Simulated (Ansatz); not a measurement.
# SiHCl (triplet): wave-function methods side by side at distance Cl1–H2 along a hydrogen transfer = 1.619 Å, 6-31G

Aim: climb from Hartree-Fock through coupled cluster and multireference methods for SiHCl (triplet) at one geometry and basis, and see what each rung misses.

Method: 6-31G, core rule «outside noble gas», up to 10 orbitals frozen; program: Ansatz 0.2.0, Gaussian basis.

Plan: UHF; CCSD(T) on ROHF; CCSD(T) on UHF; BCCD(T) on ROHF; CISD; CCSDT(Q) on ROHF; CCSDT(Q) on UHF; CCSDTQ on ROHF; CCSDTQ on UHF; CASSCF and MRCISD+Q, 4 electrons in 4 orbitals; CASSCF and NEVPT2, 4 electrons in 4 orbitals; CASSCF and MRCISD+Q, 12 electrons in 9 orbitals; CASSCF and NEVPT2, 12 electrons in 9 orbitals; Full CI.

### Step 1. What is computed

The geometry derives from fragments relaxed apart (PBE0/def2-TZVP) and kept rigid, so it is no stationary point. A hydrogen atom is moved between rigid fragments.

3 atoms, charge 0, spin multiplicity 3.

Atoms are counted from 1 here; the program's logs count them from 0.

Bond lengths: Cl1–H2 1.619 Å.

As a file:

```xyz
3
ClHSi
Cl    0.0000    0.0000   -1.7103
H     0.0000    0.0000   -0.0913
Si    0.0000    0.0000    1.8017
```

### Step 2. UHF

in.yaml reads:

```yaml
crystal:
  periodic: [false, false, false]
  atoms:
    - {symbol: Cl, position_ang: [0.000000, 0.000000, -1.710333]}
    - {symbol: H, position_ang: [0.000000, 0.000000, -0.091333]}
    - {symbol: Si, position_ang: [0.000000, 0.000000, 1.801667]}
basis:
  gaussian: {orbitals: 6-31G}
magnetization: {spin_polarized: true, initial_magnetization: 2}
hamiltonian: {xc: hf}
output: {orbitals: {seedname: orbitals}}
```

Started as:

```
> ansatz run in.yaml --threads 1 --pin off --events-out ev --progress --plain --max-ram 2816MiB --backend cpu
```

The runs that follow: CCSD(T) on ROHF; CCSD(T) on UHF; BCCD(T) on ROHF; CISD; CCSDT(Q) on ROHF; CCSDT(Q) on UHF; CCSDTQ on ROHF; CCSDTQ on UHF; CASSCF and MRCISD+Q, 4 electrons in 4 orbitals; CASSCF and NEVPT2, 4 electrons in 4 orbitals; CASSCF and MRCISD+Q, 12 electrons in 9 orbitals; CASSCF and NEVPT2, 12 electrons in 9 orbitals; Full CI.

Q: Predict the results of all the runs planned. Wanted: FCI below the RHF energy; RMP2 from FCI; UMP2 from FCI; RCCSD from FCI; RCCSD(T) from FCI; UCCSD(T) from FCI; RCCSDT(Q) from FCI; UCCSDT(Q) from FCI; NEVPT2 pair from FCI.

As calculated:

```
                         quantity                                                                                                  value
         FCI below the RHF energy                                                                                             -2.6437 eV
                    RMP2 from FCI                                                                                             +594.3 meV
                    UMP2 from FCI                                                                                             +635.4 meV
                   RCCSD from FCI                                                                                              +50.0 meV
                RCCSD(T) from FCI                                                                                              +13.1 meV
                UCCSD(T) from FCI                                                                                              +13.2 meV
               RCCSDT(Q) from FCI                                                                                               +0.6 meV
               UCCSDT(Q) from FCI                                                                                               +0.2 meV
             NEVPT2 pair from FCI                                                                                             +459.9 meV
          NEVPT2 valence from FCI                                                                                             +386.2 meV
        MRCISD+Q valence from FCI                                                                                              +23.1 meV
levels within 1 kcal/mol (43 meV)  RCCSD(T), UCCSD(T), BCCD(T), RCCSDT, UCCSDT, RCCSDT(Q), UCCSDT(Q), RCCSDTQ, UCCSDTQ, MRCISD+Q valence
                    T1 diagnostic                                                                                                  0.019
   effectively unpaired electrons                                                                                                   2.04
```

What this shows: RCCSD(T) lands +13.1 meV from the yardstick (0.5 % of the correlation energy). One determinant dominates. Of the multireference levels listed MRCISD+Q valence comes nearest in total energy (+23.1 meV), which doesn't show that its space is the better one. These misses are within one basis, not against nature; the frozen cores of restricted and unrestricted runs differ, which can shift their rows.
